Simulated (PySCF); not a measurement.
Input file for PySCF: R-BP86/6-31G* on HOCH3Fts, charge -1. Charge -1.

```python
from pyscf import gto, scf, dft, mp
from pyscf.data.elements import chemcore

mol = gto.M(
    atom='''
    F     0.02253600   -0.00745300    0.00552900
    C    -0.01842000    0.00503700    1.76492500
    H     1.04805000    0.00524000    1.85414600
    H    -0.54781900    0.93470700    1.79222400
    H    -0.54895500   -0.92343300    1.80576200
    O     0.00126500    0.01920000    3.75059900
    H    -0.92676300    0.03161500    3.99758100
    ''',
    basis='6-31g*',
    cart=True,
    charge=-1, spin=0, verbose=3, max_memory=1800)
mf = dft.RKS(mol, xc='b88,p86')
mf.conv_tol = 1e-8
mf.max_cycle = 100
mf.kernel()
if not mf.converged:
    mf = mf.newton().run(mf.mo_coeff, mf.mo_occ)
```

Output:

```
converged SCF energy = -215.480669497172
```

The calculation finished and met its thresholds.

Cost: very roughly 4 core-seconds.
